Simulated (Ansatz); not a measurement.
F2O. Total charge 0; spin multiplicity 1. The geometry is a stationary point of PBE0-D4/def2-TZVP.

```xyz
3

F     0.891   -0.426   -0.536
O     0.221    0.321    0.412
F    -1.112    0.105    0.124
```

Task: What is the dipole moment at B3LYP/def2-TZVPP? (An estimate is asked.)

Result: The calculation gave: 0.27 D, with components (0.11, 0.15, 0.20) D in this frame, pointing from negative to positive charge.

Task: And with PBE, r2SCAN, ωB97M-V? (Estimate.)

Result: Computed: PBE 0.21 D, r2SCAN 0.25 D, ωB97M-V 0.28 D.

Task: Give the Mulliken charges with B3LYP, r2SCAN, PBE in def2-TZVPP. (Estimate.)

Result: Ansatz gave: 
| atom | B3LYP | r2SCAN | PBE |
| --- | --- | --- | --- |
| F1 | -0.06 | -0.06 | -0.05 |
| O2 | 0.12 | 0.12 | 0.09 |
| F3 | -0.06 | -0.06 | -0.05 |

B3LYP here is the variant with VWN-RPA as its local correlation; programs differ in this.
